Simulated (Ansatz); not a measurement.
The cell was built from the diamond type and relaxed in the same program, and has space group Fd-3m; it needn't be a known or the stable phase.

Ge: DFT, PBE, all-electron PAW with datasets made for the crystal, scalar-relativistic (Ansatz 0.2.0).

Command: `ansatz run input.yaml --threads 1 --pin off --max-ram 2048MiB --backend cpu --events-out ev --progress --plain --runs-dir out` The run took 7.9 s on 1 thread of AMD EPYC 7R13 Processor (Zen 3) (shared host).

```yaml
crystal:
  lattice:
    - [0.0, 2.8807016401, 2.8807016401]
    - [2.8807016401, 0.0, 2.8807016401]
    - [2.8807016401, 2.8807016401, 0.0]
  atoms:
    - { symbol: Ge, position: [0.0, 0.0, 0.0] }
    - { symbol: Ge, position: [0.25, 0.25, 0.25] }
kpoints:
  mp_grid: { grid: [11, 11, 11] }
  band_path:
    path:
      - [0.0, 0.0, 0.0]
      - [0.5, 0.0, 0.5]
      - [0.625, 0.25, 0.625]
      - [0.375, 0.375, 0.75]
      - [0.0, 0.0, 0.0]
      - [0.5, 0.5, 0.5]
      - [0.5, 0.25, 0.75]
      - [0.5, 0.0, 0.5]
    npoints: 8
scf:
  occupations: { method: fermi_dirac, width: 0.05 }
hamiltonian:
  xc: pbe
  pseudopotentials: { kind: all_electron, datasets: crystal }
output:
  forces: true
  stress: true
  eigenvalues: true
  efg: { contact_densities: true }
```

Output:

```
hamiltonian.pseudopotentials.datasets: crystal makes datasets for this crystal and solves the spheres of its atoms anew in each pass: cutoff 140.0 eV, the density's 840.0 eV; for an error of 0.50 meV an atom under PBE, 1.0 meV for the cell; an energy difference from a run of another recipe may be off by several times the error for the cell, under r2SCAN by more, where some 0.1 meV an atom stays at smaller errors; Ge in spheres of 1.244 Å, 4 of its electrons in bands, 10 on its site; only band paths and densities of states list, in semicore columns, the levels of the semicore shells that are solved separately: 3d of Ge
band count auto-derived: 9 (N_el = 8.0; filled up to band 4; 8 by the electrons, moments and atoms)
Engine: ansatz 0.2.0
Pseudopotentials: kind: all_electron
Pseudopotential: Ge, paw, valence charge 14, recommended cutoff 140 eV (normal), Koelling and Harmon's equation, gaussian nucleus
Functional definition: PBE
  parameter kappa = 0.804
  parameter beta = 0.06672455060314922
  exchange = pbe_x(kappa = kappa, mu = beta*pi^2/3)
  correlation = pbe_c(beta = beta)
Crystal: 2 atoms, lattice volume = 47.811 Å³
Basis set: ecut = 140 eV, 169 PW (Γ), exchange–correlation on 40×40×40 points (8 copies of the dense FFT grid, shifted against one another)
Bands: 9, of which v1, the nominal top of the filled ones, is band 4 counted from 1 (3 counted from 0)
Symmetry: 48 space group operations
Space group: Fd-3m (ITA 227), of the structure as read, at distance tolerance 3.6e-5 Å
k-points: 56 of 1331
Non-local potential: Ge, projectors of the file, l = 0: 1, l = 1: 1
PAW form: soft (Blöchl's): semilocal exchange-correlation on the pseudo side does not see the compensation charge
PAW one-centre angular grid: Ge, 110 points (default); XC on its mesh's 1877 points in the sphere
Initial density: superposition of atomic densities (neutral atoms: chi_scale 0, normalization atom)
Initial wavefunctions: pseudopotential atomic-orbital guess
Functional: x = pbe(κ = 0.804, μ = 0.2195149727645171), c = pbe(β = 0.06672455060314922)
iter 1 solved again at ethr=6.14e-3 eV; its pass at ethr=1.00e-1 eV (dr2=4.91e-1 eV) is discarded
SCF iter   1: F=—  HF=-114232.644884 eV  |F-HF|=—  |Δ(HF+E_count)|=         —  Δρ=3.03e-2  dr2=4.21e-1  ethr=6.14e-3  ⟨swp⟩=3.6  Hψ=3619  notcnv=0
preconditioner: auto → none  [metal: Δε(μ)=0.173 eV  Ē_g=10.478 eV  σ=0.050 eV  W_gap=0.49  n_scr=8 (ndim 8)  ℏωp=15.2 eV  f_vac=0.000  D(μ)=0.09/eV (n_scr^D=0)  sad-step TF]
SCF iter   2: F=—  HF=-114232.633700 eV  |F-HF|=—  |Δ(HF+E_count)|=   1.12e-2  Δρ=1.89e-2  dr2=1.83e-1  ethr=5.26e-3  ⟨swp⟩=2.1  Hψ=1015  notcnv=0  defer=4
iter 3 solved again at ethr=1.90e-5 eV; its pass at ethr=2.28e-3 eV (dr2=1.52e-3 eV) is discarded
SCF iter   3: F=—  HF=-114232.615246 eV  |F-HF|=—  |Δ(HF+E_count)|=   1.85e-2  Δρ=1.97e-3  dr2=1.58e-3  ethr=1.90e-5  ⟨swp⟩=2.8  Hψ=2312  notcnv=0  defer=10
SCF iter   4: F=—  HF=-114232.616529 eV  |F-HF|=—  |Δ(HF+E_count)|=   1.28e-3  Δρ=5.56e-4  dr2=1.40e-4  ethr=1.90e-5  ⟨swp⟩=2.7  Hψ=833  notcnv=0  defer=4
SCF iter   5: F=—  HF=-114232.616758 eV  |F-HF|=—  |Δ(HF+E_count)|=   2.29e-4  Δρ=1.24e-4  dr2=6.42e-6  ethr=1.75e-6  ⟨swp⟩=3.1  Hψ=1366  notcnv=0  defer=2
SCF iter   6: F=—  HF=-114232.616760 eV  |F-HF|=—  |Δ(HF+E_count)|=   1.99e-6  Δρ=1.95e-5  dr2=1.30e-7  ethr=8.02e-8  ⟨swp⟩=3.0  Hψ=835  notcnv=0  defer=1
SCF iter   7: F=-114232.616760 eV  HF=-114232.616760 eV  |F-HF|=1.94e-8  |Δ(HF+E_count)|=   3.45e-7  Δρ=5.14e-6  dr2=7.18e-9  ethr=1.63e-9  ⟨swp⟩=3.0  Hψ=927  notcnv=0  defer=1
SCF 1 converged in 7 iterations: F = -114232.616739 eV  dr2 = 7.18e-9
  Residual-converged pass: ⟨swp⟩=3.0  Hψ=842  notcnv=0  max |occ|·‖R‖ = 5.0e-6 eV (tolerance 5.3e-6 eV)  dr2=7.83e-9  dr2_onsite=8.55e-9  max |Δocc| = 1.9e-10
  greatest PAW one-centre occupation: 0.549 electrons in one spin orbital (limit 2), on the Ge atom at site 1 (counted from 0), in its partial waves of l = 0
NSCF: frozen V_eff on 57 k-points
SCF converged after 7 iterations
Free energy (F): -114232.616739 eV
Harris-Foulkes:  -114232.616739 eV  (|F-HF|=1.94e-8)
Internal energy: -114232.615868 eV  (E = F + TS)
E sigma→0 (E₀):  -114232.616304 eV
Entropy (-TS):   -0.000872 eV (-0.436 meV/atom)
Past the cutoff: the bands carry plane waves up to 1.75 times it, of which those up to 1.5 times it add -0.000281 eV an atom, each by itself; the spheres take 0.000180 eV an atom off the energy for waves past 1.75 times it
By the cutoff:   a pressure is off by up to 0.006 GPa (1.2 times the spheres' own share and the shells' term, over an atom's volume, and 0.004 GPa: a bound that held against runs at twice the plane waves)
Past the cutoffs: a stress includes 0.0015 GPa for waves and charges beyond them, in addition to the slope of what the spheres take
In the spheres:  the bands' charges fall short by 1.0e-6 e at most (sound up to 1e-3), those of shells solved beside the bands by 2.7e-7 e (sound up to 5e-4)
Fermi energy:    9.184065 eV
--- Per-component energies (eV) ---
  The terms above E_closure are by the made datasets' own strengths, without shells solved beside the bands.
--- Forces (eV/Å), atoms counted from 1 ---
  atom   1  Ge     0.00000000    -0.00000000    -0.00000000
  atom   2  Ge     0.00000000     0.00000000     0.00000000
  max |Σ_I F_I| component: 1.39e-17 eV/Å
--- Stress (GPa, compression-positive) ---
        0.001930       0.000000      -0.000000
       -0.000000       0.001930       0.000000
       -0.000000      -0.000000       0.001930
  P = ⅓ Tr σ = 0.0019 GPa (0.019 kbar)
  It holds what live shells' own plane waves past their cutoff add
--- PAW observables at the nuclei: V_zz in 10²¹ V/m², potentials from the cell's mean, atoms counted from 1 ---
  atom   1  Ge V_zz =    +0.000000   η = 0.0000   by run symmetry: forbidden
            electrostatic potential = -4320.738658 V   contact ρ = 210326.337262 e/Å³
  atom   2  Ge V_zz =    -0.000000   η = 0.0000   by run symmetry: forbidden
            electrostatic potential = -4320.738658 V   contact ρ = 210326.337262 e/Å³
--- Band table (eV; the first three rows and the last of 56) ---
  k-point 0: bands = ["-3.1619", "8.7549", "9.2062", "9.2062", "9.2062", "11.7334", "11.7334"]
  k-point 1: bands = ["-3.0661", "7.3856", "9.0259", "9.0259", "9.9471", "11.9766", "11.9766"]
  k-point 2: bands = ["-2.7834", "5.7314", "8.6555", "8.6555", "9.9200", "12.4664", "12.4664"]
  k-point 55: bands = ["0.2446", "0.9529", "5.3111", "5.9253", "12.3609", "13.6868", "14.2502"]
```
